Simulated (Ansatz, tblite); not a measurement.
Forces on Si(SMe)H3 (CH6SSi) at its PBE-D4/def2-TZVP geometry. Charge 0, multiplicity 1.

The xTB rows come from tblite. HSE06 is defined as in plane-wave codes, on full-range PBE exchange.

GFN1-xTB (tblite), largest force 1.16 eV/Å:

```xyz
9
positions Å, forces eV/Å
Si    1.100    0.305   -0.960   -0.049    0.075    0.485
S     0.580    0.453    1.109    0.208   -0.117   -1.140
C    -1.093   -0.290    1.038   -0.262   -0.091    0.134
H    -1.758    0.299    0.395    0.156   -0.215    0.176
H    -1.484   -0.278    2.063    0.146    0.013   -0.298
H    -1.051   -1.328    0.685   -0.058    0.301    0.081
H     1.162   -1.121   -1.414   -0.012    0.703    0.160
H     2.443    0.942   -1.097   -0.651   -0.315    0.047
H     0.101    1.017   -1.819    0.521   -0.353    0.355
```

GFN2-xTB (tblite), largest force 1.00 eV/Å:

```
Si 0.440 0.047 -0.897
S -0.287 -0.168 -0.213
C -0.304 -0.104 0.162
H 0.318 -0.149 0.175
H 0.150 0.012 -0.318
H 0.101 0.375 0.081
H -0.096 0.558 0.329
H -0.655 -0.285 0.195
H 0.333 -0.285 0.486
```

HSE06-D4/def2-TZVP (Ansatz), largest force 0.36 eV/Å:

```
Si 0.004 0.010 0.029
S -0.228 -0.141 -0.242
C 0.024 0.013 0.025
H 0.159 -0.126 0.142
H 0.087 -0.002 -0.228
H 0.007 0.233 0.079
H -0.015 0.164 0.069
H -0.150 -0.074 0.014
H 0.113 -0.077 0.112
```
